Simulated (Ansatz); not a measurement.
Reaction (isomerisation): `CCCC(C)(C)CC` → `CCC(C)(C)C(C)C`

Program: Ansatz. Geometries: PBE0-D4/def2-TZVP. ΔE: electronic, gas phase. CBS: MP2 limit from def2 TZ/QZ plus the TZ coupled-cluster correction, frozen cores. DFT in def2-TZVPP. HSE06 is defined as in plane-wave codes. One conformer a species, not always the lowest.

`CCCC(C)(C)CC`:

```xyz
26

C     1.720   -2.191   -1.386
C     0.483   -1.521   -0.811
C     0.689   -0.030   -0.597
C    -0.504    0.762   -0.044
C    -0.060    2.210    0.152
C    -1.659    0.748   -1.043
C    -1.014    0.179    1.283
C     0.012    0.046    2.395
H     2.579   -2.068   -0.720
H     1.566   -3.262   -1.535
H     1.990   -1.756   -2.353
H     0.220   -2.002    0.137
H    -0.365   -1.690   -1.483
H     0.983    0.426   -1.551
H     1.547    0.112    0.071
H     0.790    2.285    0.834
H    -0.874    2.819    0.557
H     0.245    2.651   -0.801
H    -1.343    1.140   -2.014
H    -2.050   -0.261   -1.198
H    -2.485    1.368   -0.685
H    -1.458   -0.802    1.086
H    -1.840    0.812    1.629
H     0.462    1.008    2.654
H    -0.454   -0.348    3.301
H     0.821   -0.635    2.123
```

`CCC(C)(C)C(C)C`:

Z-matrix (Å, degrees):
```
C
C 1 1.520
H 1 1.093 2 110.4
H 1 1.092 2 112.1 3 -119.5
H 1 1.092 2 111.9 3 119.4
C 2 1.540 1 116.6 3 -176.5
H 2 1.095 1 109.2 3 59.5
H 2 1.096 1 108.9 3 -55.2
C 6 1.528 2 107.3 1 -177.8
C 6 1.530 2 108.8 1 65.3
C 6 1.551 2 110.9 1 -55.5
H 9 1.093 6 111.9 2 61.6
H 9 1.092 6 111.9 2 -176.9
H 9 1.094 6 110.0 2 -57.6
H 10 1.094 6 110.4 2 50.2
H 10 1.093 6 111.8 2 -69.9
H 10 1.091 6 111.7 2 169.4
C 11 1.525 6 113.6 2 -179.5
C 11 1.524 6 113.7 2 -53.8
H 11 1.097 6 105.9 2 63.7
H 18 1.091 11 112.6 6 -55.2
H 18 1.093 11 110.0 6 -174.8
H 18 1.093 11 111.6 6 66.5
H 19 1.093 11 111.5 6 -63.1
H 19 1.093 11 110.1 6 178.2
H 19 1.091 11 112.7 6 58.3
```

```
             level  ΔE (kJ/mol)  difference from CCSD(T)/CBS
       LDA (SPW92)          0.3                         -2.8
         r2SCAN-D4          4.7                          1.6
            B97M-V          4.2                          1.1
          HSE06-D4          5.6                          2.5
          BHLYP-D4          6.3                          3.2
          PBE-QIDH          5.0                          1.9
           r2SCANh          6.0                          2.9
      MP2/def2-SVP          2.7                         -0.4
     CCSD/def2-SVP          5.8                          2.7
    MP2/def2-TZVPP          0.9                         -2.2
SCS-MP2/def2-TZVPP          3.9                          0.8
CCSD(T)/def2-TZVPP          2.8                         -0.3
    MP2/def2-QZVPP          1.1                         -2.0
SCS-MP2/def2-QZVPP          4.2                          1.1
      HF/CBS(def2)         16.2                         13.1
     MP2/CBS(def2)          1.2                         -1.9
       CCSD(T)/CBS          3.1                            0
```

Largest T1 diagnostic among the species: 0.009.

The D4 term adds −6.6 kJ/mol with B3LYP and −3.6 kJ/mol with PBE0; it sums over pairs of atoms, weighted by their polarisabilities, and B3LYP, whose exchange is more repulsive, gets the larger term. In def2-TZVPP, CCSD(T) changes the Hartree–Fock value by −13.3 kJ/mol (the triples alone add −2.0 kJ/mol) and MP2 by −15.2 kJ/mol. Leaving LDA and LC-ωPBE aside and taking each functional with its dispersion term where it has one, the values, not all of them listed here, spread over 5.0 kJ/mol, from revPBE-D4 to B2PLYP. LDA lies −8.9 kJ/mol from PBE without D4.

B3LYP here is the variant with VWN-RPA as its local correlation; programs differ in this.
